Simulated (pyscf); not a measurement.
A first-order saddle from PySCF, ωB97X-D3(BJ)/def2-SVP:

```
C
H 1 1.0957
C 1 1.4018 2 117.16
H 3 1.0922 1 121.12 2 -11.77
H 3 1.0929 4 117.36 1 -174.53
C 1 1.4906 2 118.68 3 161.48
C 6 1.3366 1 123.15 2 156.28
H 7 1.0935 6 121.07 1 179.21
H 6 1.0957 7 120.56 8 -1.72
H 7 1.0963 8 117.94 6 -177.76
H 1 1.2759 2 105.17 3 -79.15
Cl 11 1.8222 1 148.59 2 133.56
```

Surface: singlet, charge 0. Lowest wavenumbers (cm⁻¹): 1507i, 113, 135, 269, 313.

**Question.** What reaction is this the transition state of?

**Answer.** `[CH2]=[CH][CH]=[CH2]` + `[ClH]` ⇌ `[CH2]=[CH][CH2][CH2][Cl]`, an addition across a multiple bond or ene-type step read from left to right: Cl–H broken and C–Cl, C–H formed. At ωB97M-D3(BJ)/def2-TZVP it lies +1.88 eV from the left side and +2.59 eV from the right (each side as separated species at their lowest minima found). This is the saddle that the search found; another between the same sides may lie lower.
